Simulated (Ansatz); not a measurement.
How the lattice parameter c of Nb (model structure, started from the beta-Sn type, I4₁/amd, No. 141, 2 atoms in the cell) moves with the method

No measured value is used here.

| level (code) | value (Å) |
|---|---|
| PBE (Ansatz) | 2.843 |
| PBEsol (Ansatz) | 2.815 |
| PBE-D3(BJ) (Ansatz) | 2.810 |
| r²SCAN (Ansatz) | 2.833 |

Ansatz's density-functional and Hartree–Fock values are scalar-relativistic unless marked +SOC, with PAW data made under PBE.

A model structure was made by putting elements into a prototype or built by hand; it is no filed structure, need not be a known phase, and can be a saddle point held by its symmetry.

Ansatz is a program for electronic structure.
